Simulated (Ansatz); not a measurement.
Ideal-gas functions of `F[B]F` radical at 800 K and 1 bar, from an Ansatz frequency run at PBE0-D4/def2-TZVP.

Molar mass 48.81 g/mol, point group C2v (symmetry number 2), electronic degeneracy 2, moments of inertia 3.467, 49.172, 52.639 u Å². Harmonic wavenumbers (cm⁻¹, unscaled): 523, 1175, 1447.

Use S(trans) = R[1.5 ln M + 2.5 ln T − 1.1517]; rotational temperatures θ = 24.2544 K / I; S(rot) = R[ln(√π/σ · √(T³/θAθBθC)) + 1.5]; for each mode x = 1.438777 ν̃/T, S = R[x/(eˣ − 1) − ln(1 − e⁻ˣ)] and H = RT x/(eˣ − 1); 1 cm⁻¹ = 0.0119627 kJ/mol; R = 8.31446 J/(mol·K).

Task: By hand: the entropy, in J/(mol·K).

Result: Translation 177.9. Rotation: θ = 6.9958, 0.4933, 0.4608 K, giving 92.9. Vibration, mode by mode: 9.12, 3.49, 2.37, in all 15.0. Electronic 5.8. Sum 291.6 J/(mol·K).

Task: By hand: H − E and G − E in kJ/mol, counted from the electronic energy.

Result: Zero-point energy ½ × 3145 × 0.0119627 = 18.8; thermal vibration 7.3; translation, rotation and pV give 4 RT = 26.6. H − E = 52.7 kJ/mol, and G − E = 52.7 − 800 × 291.6/1000 = -180.6 kJ/mol.

Vibration gives 5 % of the entropy.
